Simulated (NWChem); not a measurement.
System: PH$_{2}$, doublet; SMILES [PH2]

Computed with NWChem. Spin-unrestricted. In the optimisation the excess spin sits in b2 (C2v, its own frame). The geometry was optimised at PBE0/def2-SVP, spin-unrestricted. No stability test was run on the SCF state. Principal shifts from the free-electron g value, in parts per thousand; spin-orbit coupling by linear response on scalar ZORA.

Predict the results for B3LYP/x2c-TZVPall, ZORA. Quantities: Δg1 (ppt); Δg2 (ppt); Δg3 (ppt); isotropic Δg (ppt).


```
Item                Value
------------------  -----
Δg1 (ppt)            0.03
Δg2 (ppt)            5.30
Δg3 (ppt)           15.85
isotropic Δg (ppt)   7.06
```
